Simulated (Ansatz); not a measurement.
**SOF2 (thionyl fluoride) at 6 levels**

Wanted: a comparison of 6 runs (B3LYP/STO-3G, BHLYP/STO-3G, BLYP/STO-3G, MP2/STO-3G, CCSDT(Q)/STO-3G, CCSDT/STO-3G) of SOF2 (thionyl fluoride). 

The calculation is run with Ansatz 0.2.0.

70 further runs of the same task are left out: 9 that didn't finish, 61 set aside as unsound or not needed.

## (1) The system as given

SOF2: 4 atoms, total charge 0, spin state singlet. SMILES: `O=S(F)F`. The F3–S2 distance was set to 3.970 Å, away from the relaxed value. At this shape a bond of the SMILES string is far longer than usual.

Bond lengths: O1–S2 1.419 Å, S2–F4 1.588 Å. Angles: O1–S2–F4 106.4°.

## (2) The energy at B3LYP/STO-3G (run 1)

job.yaml reads:

```yaml
basis:
  gaussian: {orbitals: STO-3G}
crystal:
  periodic: [false, false, false]
  atoms:
    - {symbol: O, position_ang: [2.392045, -1.778994, -1.386949]}
    - {symbol: S, position_ang: [1.308345, -2.271794, -0.614849]}
    - {symbol: F, position_ang: [-1.124400, 0.804200, 0.000400]}
    - {symbol: F, position_ang: [1.802945, -2.290194, 0.893951]}
hamiltonian: {xc: {name: B3LYP}}
accuracy: high
```

On the command line:

```console
$ ansatz run job.yaml --threads 1 --pin off --max-ram 2610MiB --events-out events.jsonl --progress --plain --runs-dir runs
```

The program printed:

```text
Warning: RAYON_NUM_THREADS=1 ignored (pool sized by the plan → 1); use --threads N
Functional definition: B3LYP
  name "B3LYP"
  parameter a0 = 0.2
  parameter ax = 0.72
  parameter ac = 0.81
  exchange = (1 - a0 - ax)*slater_x + ax*b88_x + a0*exact_x
  correlation = (1 - ac)*vwn_rpa_c + ac*lyp_c
408 factors; integrals over basis functions are off by at most 3.9e-8 eV
mean field evaluation 1: about -18063.8274 eV, gradient 3.8e1 eV
mean field evaluation 2: about -17664.4045 eV, gradient 6.6e0 eV
mean field evaluation 4: about -18009.2193 eV, gradient 1.4e2 eV
mean field evaluation 8: about -18078.1574 eV, gradient 3.1e0 eV
mean field evaluation 16: about -18078.3038 eV, gradient 2.4e-7 eV
mean field evaluation 32: about -18077.3050 eV, gradient 1.5e1 eV
mean field -18078.30380245 eV, -664.3654108258 hartree, gradient 6.1e-9 eV, S^2 0.000000; 4 other end points of the search recorded, 0 dependent functions left out
reference -18078.30382286 eV, -664.3654115757 hartree; 21, 21 occupied and 3, 3 virtual orbitals, 408 factors
Total energy: -18078.30382286 eV, -664.3654115757 hartree
```

Run time: 2 s. Hardware: 1 thread of Arm Neoverse V1, shared host; peak memory 0.1 GiB.

## (3) The energy at BHLYP/STO-3G (run 2)

Edit job.yaml of step 2 so:

```diff
@@ -1,3 +1 @@
-basis:
-  gaussian: {orbitals: STO-3G}
 crystal:
@@ -9,3 +7,5 @@
     - {symbol: F, position_ang: [1.802945, -2.290194, 0.893951]}
-hamiltonian: {xc: {name: B3LYP}}
+basis:
+  gaussian: {orbitals: STO-3G}
+hamiltonian: {xc: {name: BHLYP}}
 accuracy: high
```

On the command line:

```console
$ ansatz run job.yaml --threads 1 --pin off --max-ram 2610MiB --events-out events.jsonl --progress --plain --runs-dir runs
```

The program printed:

```text
Warning: RAYON_NUM_THREADS=1 ignored (pool sized by the plan → 1); use --threads N
Functional definition: BHLYP
  name "BHLYP"
  parameter a = 0.5
  exchange = (1 - a)*b88_x + a*exact_x
  correlation = lyp_c
408 factors; integrals over basis functions are off by at most 3.9e-8 eV
mean field evaluation 1: about -18062.7027 eV, gradient 3.5e1 eV
mean field evaluation 2: about -17665.0196 eV, gradient 6.5e0 eV
mean field evaluation 4: about -18018.8599 eV, gradient 1.3e2 eV
mean field evaluation 8: about -18075.0898 eV, gradient 3.8e0 eV
mean field evaluation 16: about -18075.2942 eV, gradient 2.8e-5 eV
mean field evaluation 32: about -18071.1044 eV, gradient 2.7e1 eV
mean field -18075.29424496 eV, -664.2548116277 hartree, gradient 6.6e-8 eV, S^2 0.000000; 4 other end points of the search recorded, 0 dependent functions left out
reference -18075.29425901 eV, -664.2548121440 hartree; 21, 21 occupied and 3, 3 virtual orbitals, 408 factors
Total energy: -18075.29425901 eV, -664.2548121440 hartree
```

Run time: 1.9 s. Hardware: 1 thread of Arm Neoverse V1, shared host; peak memory 0.1 GiB.

Runs 3 to 5 aren't shown in full; the table further down has their settings and results.

## (4) The energy at CCSDT/STO-3G (run 6)

molecule.yaml reads:

```yaml
crystal:
  periodic: [false, false, false]
  atoms:
    - {symbol: O, position_ang: [2.392045, -1.778994, -1.386949]}
    - {symbol: S, position_ang: [1.308345, -2.271794, -0.614849]}
    - {symbol: F, position_ang: [-1.124400, 0.804200, 0.000400]}
    - {symbol: F, position_ang: [1.802945, -2.290194, 0.893951]}
basis:
  gaussian: {orbitals: STO-3G}
correlation: {method: ccsdt, frozen_orbitals: {F: 1, O: 1, S: 5}}
accuracy: high
scf: {omitted_lower_state_checks: [cluster_reference, increment]}
```

On the command line:

```console
$ ansatz run molecule.yaml --threads 1 --pin off --max-ram 2610MiB --events-out events.jsonl --progress --plain --runs-dir runs
```

The program printed:

```text
Warning: RAYON_NUM_THREADS=1 ignored (pool sized by the plan → 1); use --threads N
[... 15 lines left out ...]
8 core orbitals not correlated: weight in the atoms' cores, before any rotation towards them, 1.000 or more for the frozen orbitals, at most 0.000 for the correlated occupied ones
[... 156 lines left out ...]
WARN: these amplitudes may be one of several solutions (largest doubles amplitude 1.03, level shift 21.69 eV)
Total energy: -18041.27993095 eV, -663.0048086436 hartree
Checks for a lower state left out: cluster_reference, increment
```

It took 2.2 s on 1 thread of Arm Neoverse V1, shared host.

## (5) Overview of the runs

```csv
run,level,frozen core orbitals,energy (Eh),wall time
1,B3LYP/STO-3G,–,-664.365412,2 s
2,BHLYP/STO-3G,–,-664.254812,1.9 s
3,BLYP/STO-3G,–,-664.313172,2 s
4,MP2/STO-3G,8,-663.084647,0.56 s
5,CCSDT(Q)/STO-3G,8,-663.007171,2.3 s
6,CCSDT/STO-3G,8,-663.004809,2.2 s
```

## (6) Summary of results

```
                                          quantity          value
                               run 6: total energy  -663.00481 Eh
run 6: correlation energy (8 core orbitals frozen)     -420.2 mEh
                              run 6: T1 diagnostic          0.048
```

What this shows: Totals of different functionals can't be ranked against each other. In runs 4, 5, 6 the log says that unrestricted orbitals would lower the reference, so the values rest on an unstable closed-shell determinant (other closed-shell runs at this shape may share the fault). In runs 1, 2, 3, 4, 5, 6 the basis is minimal, so the values are rough. In runs 1, 2, 3, 4 a closed-shell determinant meets a far-stretched bond, which it describes badly. All runs together took 11 s, the longest 2.3 s.
